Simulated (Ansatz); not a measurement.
Tetragonal perovskite BaTiO₃ (room-temperature form, which distorts further on cooling) was calculated with HSE06 (plane waves, PAW; Ansatz, a first-principles code).

Run with plane-wave cutoff 500 eV, 6×6×6 k mesh, gaussian smearing 0.02 eV, no spin polarisation, scalar-relativistic PAW data made under PBE.

Cell (relaxed at this level):

```
BaTiO3
1.0
    3.95062     0.00000     0.00000
    0.00000     3.95062     0.00000
    0.00000     0.00000     4.13510
Ba Ti O
1 1 3
Direct
  0.00000   0.00000   0.00904
  0.50000   0.50000   0.52762
  0.50000   0.50000   0.96181
  0.00000   0.50000   0.48276
  0.50000   0.00000   0.48276
```

**Question.** Estimate the band gap that the calculation returns.

**Answer.** 
band gap: 3.37 eV (on the SCF k mesh)

Note: the relaxation could not lower the start's symmetry, so the cell can be a saddle point above a distorted one.

Spin–orbit coupling is not included.

Static lattice: no zero-point or thermal effects.
